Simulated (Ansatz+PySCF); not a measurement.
Values are calculated unless marked as measured or tabulated.
Input for PySCF 2.14.0:

```python
from pyscf import gto, scf

mol = gto.M(atom="""
Li 0.000000 0.000000 -0.399460
H 0.000000 0.000000 1.198380
H 10.000000 0.000000 -0.828180
F 10.000000 0.000000 0.092020
""", basis='sto-3g', charge=0, spin=0)
mf = scf.RHF(mol)
mf.init_guess = '1e'
mf.kernel()
while True:  # follow internal instabilities
    mo, _, stable, _ = mf.stability(return_status=True)
    if stable: break
    mf.kernel(mf.make_rdm1(mo, mf.mo_occ))
print(mf.converged, mf.e_tot, mf.spin_square()[0])
```

The script is written out from the run's settings.

The run gave:

```json
{
 "Converged": "yes",
 "Total energy": "-106.43291 hartree",
 "Spin squared of the determinant": "0.000"
}
```
